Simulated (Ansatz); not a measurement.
Predict the output of the script below (Ansatz 0.2.0, Python API).

`x2c.py`
```python
import ansatz as az
from ase import Atoms
import numpy as np

atoms = Atoms(["Al", "Cl", "H", "H", "H"], positions=[
    (-0.1224, 0.0086, -0.0031),
    (2.0823, -0.1461, 0.0529),
    (-0.5417, 1.4987, -0.3963),
    (-0.718, -0.3503, 1.4347),
    (-0.7002, -1.0109, -1.0883),
])
system = az.Crystal.molecule_from_ase(atoms)

model = system.calculation().functional("pbe0").charge(-1).forces()
sets = {"none": "cc-pVTZ", "scalar": "cc-pVTZ-DK"}
found = {kind: model.basis(gaussian=basis).pseudopotentials(relativity=kind).run(threads=1, pin="off").report for kind, basis in sets.items()}
for kind, each in found.items():
    dipole = 4.803205 * np.linalg.norm(each["charge_distribution"]["dipole_moment_e_ang"])
    print(f"{kind:7s} E = {each['free_energy_ev']:.4f} eV  dipole {dipole:.3f} D  largest force component {np.abs(each['forces_ev_ang']).max():.4f} eV/A")
print(f"relativity lowers the total energy by {found['none']['free_energy_ev'] - found['scalar']['free_energy_ev']:.3f} eV")
```

Output of `python x2c.py`:
```text
none    E = -19164.9217 eV  dipole 2.730 D  largest force component 0.4586 eV/A
scalar  E = -19215.4732 eV  dipole 2.731 D  largest force component 0.4509 eV/A
relativity lowers the total energy by 50.551 eV
```

Notes:
- Total energies depend on the basis set; only differences at equal settings carry meaning.
- The geometry is a force-field or estimated start, not a minimum of this method. The basis set changes with the Hamiltonian (a set recontracted for scalar relativity), and most of the change in the total lies in the cores.
- An ion's dipole depends on the origin; the program takes it about the centre of nuclear charge.
- Anions want diffuse functions, which this basis lacks.
- It ran for 5.3 s on 1 thread of Arm Neoverse V1, with other jobs on the host, peak memory 0.24 GiB.
